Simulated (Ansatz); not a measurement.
Species: CH$_{4}$, SMILES `C` (charge 0, multiplicity 1).

Q: Give a relaxed geometry from B3LYP-D3(BJ)/def2-TZVP run with Ansatz (a first-principles code).

A: the end point of this relaxation (outside a Z-matrix the atoms follow the SMILES, hydrogens last).
Z-matrix (Å, degrees):
```
C
H 1 1.0892
H 1 1.0892 2 109.47
H 1 1.0892 2 109.47 3 120.00
H 1 1.0892 2 109.47 3 -120.00
```
